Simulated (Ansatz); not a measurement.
# C₂H₅NOS: up Jacob's ladder to CCSD(T)

Aim: compute C₂H₅NOS with functionals from several rungs and with coupled cluster. The yardstick is the atomisation energy at the CCSD(T) limit.

Method: functionals in def2-TZVPP, the program's frozen cores in correlated methods; program: Ansatz 0.2.0, Gaussian basis.

Levels to be run: PBE-D4, r2SCAN-D4, PBE0-D4, B3LYP-D4, ωB97X-V, ωB97M-V, B2PLYP; CCSD(T)/def2-TZVPP; MP2/def2-QZVPP; extrapolation to the limit.

## 1. Structure used throughout

The geometry comes from an earlier relaxation with PBE0-D4 in a triple-zeta def2 set; it is a stationary point, not always the lowest conformer.

10 atoms, charge 0, spin multiplicity 1.

Atoms are counted from 1 here; the program's logs count them from 0.

Bond lengths: N1–C2 1.258 Å, N1–H6 1.019 Å, C2–S3 1.768 Å, C2–H7 1.093 Å, S3–C4 1.807 Å, C4–O5 1.397 Å, C4–H8 1.096 Å, C4–H9 1.092 Å, O5–H10 0.962 Å. Angles: C2–N1–H6 113.0°, N1–C2–S3 130.4°, N1–C2–H7 119.5°, S3–C2–H7 110.1°, C2–S3–C4 101.3°, S3–C4–O5 115.2°, S3–C4–H8 104.5°, S3–C4–H9 108.6°, O5–C4–H8 112.9°, O5–C4–H9 106.8°, H8–C4–H9 108.5°, C4–O5–H10 108.8°.

Geometry (Å):

```mol
C2H5NOS
  3D, bonds by distance, orders not assigned

 10  9  0  0  0  0  0  0  0  0999 V2000
    1.0915    1.4883    0.5904 N   0  0
    1.5363    0.3125    0.5416 C   0  0
    0.7354   -1.1973    0.0893 S   0  0
   -0.9838   -0.6585   -0.0467 C   0  0
   -1.2498    0.2217   -1.0980 O   0  0
    0.1264    1.5627    0.2706 H   0  0
    2.5771    0.1198    0.8123 H   0  0
   -1.5592   -1.5885   -0.1143 H   0  0
   -1.2623   -0.1441    0.8748 H   0  0
   -0.9284   -0.1676   -1.9171 H   0  0
  1  2  8  0
  2  3  8  0
  3  4  8  0
  4  5  8  0
  1  6  8  0
  2  7  8  0
  4  8  8  0
  4  9  8  0
  5 10  8  0
M  END
```

## 2. PBE-D4 (GGA)

Input file in.yaml:

```yaml
crystal:
  periodic: [false, false, false]
  atoms:
    - {symbol: N, position_ang: [1.091466, 1.488280, 0.590379]}
    - {symbol: C, position_ang: [1.536288, 0.312494, 0.541553]}
    - {symbol: S, position_ang: [0.735356, -1.197298, 0.089331]}
    - {symbol: C, position_ang: [-0.983803, -0.658531, -0.046699]}
    - {symbol: O, position_ang: [-1.249816, 0.221734, -1.098008]}
    - {symbol: H, position_ang: [0.126391, 1.562692, 0.270568]}
    - {symbol: H, position_ang: [2.577106, 0.119780, 0.812269]}
    - {symbol: H, position_ang: [-1.559152, -1.588539, -0.114274]}
    - {symbol: H, position_ang: [-1.262332, -0.144119, 0.874828]}
    - {symbol: H, position_ang: [-0.928404, -0.167591, -1.917147]}
basis:
  gaussian: {orbitals: def2-TZVPP}
hamiltonian: {xc: pbe, dispersion: d4}
output: {forces: true, orbitals: {seedname: orbitals}}
```

The run is started by

```
ansatz run in.yaml --threads 4 --pin off --events-out ev --progress --plain --max-ram 10444MiB
```

After this run come: r2SCAN-D4 (meta-GGA); PBE0-D4 (hybrid); B3LYP-D4 (hybrid); ωB97X-V (range-separated); ωB97M-V (range-separated); B2PLYP (double hybrid); CCSD(T) in def2-TZVPP; MP2 in def2-QZVPP.

Before running them: what should the planned runs give, taken together? Wanted: atomisation energy, CCSD(T)/CBS; farthest; mean size of error, hybrid; mean size of error, range-separated; gap, smallest and largest; T1 diagnostic; triples share of the correlation energy.

As calculated:

| quantity | value |
| --- | --- |
| atomisation energy, CCSD(T)/CBS | 3752.9 kJ/mol |
| functionals within 18.8 kJ/mol (0.5 %) | r2SCAN-D4, B3LYP-D4, ωB97X-V |
| farthest | PBE-D4 (+152.3 kJ/mol) |
| mean size of error, hybrid | 19.0 kJ/mol |
| mean size of error, range-separated | 19.0 kJ/mol |
| gap, smallest and largest | 4.69 eV (PBE-D4), 11.47 eV (ωB97X-V) |
| T1 diagnostic | 0.0136 |
| triples share of the correlation energy | 4.4 % |

**Reading.** PBE-D4 misses by +152.3 kJ/mol. Double hybrids carry the basis error of their MP2 part in triple zeta, and no dispersion term here, so their miss is partly the set-up's. Misses under about 18.8 kJ/mol are within the doubt on the reference itself, which lacks core-valence correlation, relativity and higher excitations. Hartree-Fock recovers 66 % of the binding; the rest is correlation. Orbital gaps span 4.7 to 11.5 eV; exact exchange widens them.
